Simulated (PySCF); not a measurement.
## `InChI=1S/C4H8FN/c5-2-3-1-4(3)6/h3-4H,1-2,6H2/t3-,4+/m1/s1`

Geometry:
```tsv
atom	x (Å)	y (Å)	z (Å)
N1	1.927	-0.309	-0.732
C2	0.835	-0.112	0.178
C3	0.172	1.235	0.173
C4	-0.530	0.052	-0.427
C5	-1.747	-0.538	0.243
F6	-1.628	-0.510	1.612
H7	2.791	0.051	-0.340
H8	2.058	-1.295	-0.931
H9	0.880	-0.627	1.139
H10	-0.196	1.620	1.111
H11	0.562	1.979	-0.502
H12	-0.587	0.009	-1.507
H13	-1.886	-1.589	-0.037
H14	-2.651	0.033	-0.002
```

The calculation used PySCF, TDDFT wB97X-D/def2-SVPD circular dichroism and optical rotation, one conformer, gas phase. Geometry: GFN2-xTB.

The molecule is flexible and this is one conformer; a measurement averages over conformers. States above about 8.9 eV (minus the energy of the highest occupied orbital) lie near or above the ionisation threshold and depend on the basis.

Task: Assign R or S to each stereocentre.

Result: C2 S, C4 S.

Task: Which excitations and rotatory strengths does the calculation give?

Result: Rotatory strengths R in 10⁻⁴⁰ esu² cm², velocity form and length form (origin at the centre of mass); f in length form.
| state | E (eV) | λ (nm) | f | R (velocity) | R (length) | main |
| --- | --- | --- | --- | --- | --- | --- |
| 1 | 6.81 | 182 | 0.016 | -12.3 | -11.8 | HOMO→LUMO 0.66, HOMO→LUMO+1 0.16 |
| 2 | 7.74 | 160 | 0.011 | -5.5 | -6.7 | HOMO→LUMO+1 0.63, HOMO→LUMO+3 0.09 |
| 3 | 8.00 | 155 | 0.010 | +0.7 | +0.5 | HOMO→LUMO+2 0.68, HOMO→LUMO+5 0.08 |
| 4 | 8.13 | 152 | 0.046 | +44.4 | +43.5 | HOMO→LUMO+3 0.48, HOMO−1→LUMO 0.17 |
| 5 | 8.40 | 148 | 0.009 | +17.3 | +16.7 | HOMO−1→LUMO 0.60, HOMO−1→LUMO+1 0.16 |
| 6 | 8.66 | 143 | 0.016 | +0.6 | +0.7 | HOMO−1→LUMO+1 0.38, HOMO→LUMO+4 0.15 |
| 7 | 8.83 | 140 | 0.017 | -15.0 | -14.8 | HOMO→LUMO+5 0.45, HOMO−1→LUMO+1 0.19 |
| 8 | 8.96 | 138 | 0.004 | +7.7 | +8.5 | HOMO−2→LUMO 0.20, HOMO→LUMO+4 0.18 |
| 9 | 9.04 | 137 | 0.008 | +10.2 | +9.7 | HOMO−1→LUMO+2 0.30, HOMO−2→LUMO+1 0.25 |
| 10 | 9.07 | 137 | 0.020 | -9.8 | -8.6 | HOMO→LUMO+6 0.27, HOMO−2→LUMO 0.20 |
| 11 | 9.27 | 134 | 0.034 | -29.1 | -29.1 | HOMO−2→LUMO 0.22, HOMO−1→LUMO+2 0.21 |
| 12 | 9.31 | 133 | 0.009 | +16.2 | +14.6 | HOMO−2→LUMO+1 0.27, HOMO→LUMO+7 0.19 |
| 13 | 9.40 | 132 | 0.015 | -20.7 | -18.5 | HOMO→LUMO+7 0.26, HOMO−2→LUMO+1 0.14 |
| 14 | 9.49 | 131 | 0.023 | -8.5 | -8.2 | HOMO−1→LUMO+3 0.46, HOMO−2→LUMO+3 0.12 |
| 15 | 9.64 | 129 | 0.009 | +23.4 | +20.9 | HOMO−2→LUMO+2 0.63, HOMO→LUMO+7 0.09 |
| 16 | 9.75 | 127 | 0.008 | -6.4 | -6.8 | HOMO→LUMO+9 0.32, HOMO→LUMO+10 0.10 |

Among the states computed, the strongest CD band (largest |R|) is state 4. The largest dissymmetry factor in size, g = 4R/(D+G), with D and G the electric and magnetic dipole strengths, is +0.032 for state 15 (velocity form, f = 0.011), among bands with |R| over 0.5. The mirror image has the same energies and oscillator strengths and all R with the opposite sign.
